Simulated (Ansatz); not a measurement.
Mulliken charges of `OC(Cl)Cl` from ωB97M-V/def2-TZVPP in Ansatz (PBE0-D4/def2-TZVP geometry).

| atom | x (Å) | y (Å) | z (Å) | charge (e) |
| --- | --- | --- | --- | --- |
| O1 | 0.559 | 1.006 | 0.053 | -0.246 |
| C2 | -0.094 | -0.157 | 0.266 | 0.061 |
| Cl3 | 0.833 | -1.576 | -0.306 | -0.087 |
| Cl4 | -1.711 | -0.182 | -0.500 | -0.087 |
| H5 | 0.698 | 1.128 | -0.894 | 0.195 |
| H6 | -0.244 | -0.282 | 1.334 | 0.165 |

Q: By hand: the dipole of these point charges (1 e Å = 4.8032 D).

A: Σ q r = (0.029, 0.069, 0.119) e Å, of length 0.141 e Å = 0.68 D.

Q: How does the dipole of the full density compare? (An estimate is asked.)

A: The calculation gave: (0.078, 0.138, -0.030) e Å, 0.77 D; the point charges give 0.88 times that, at 69° from its direction.

Point charges leave out the atoms' own dipoles, such as those of lone pairs, and Mulliken's split depends on the basis, so the two needn't agree.
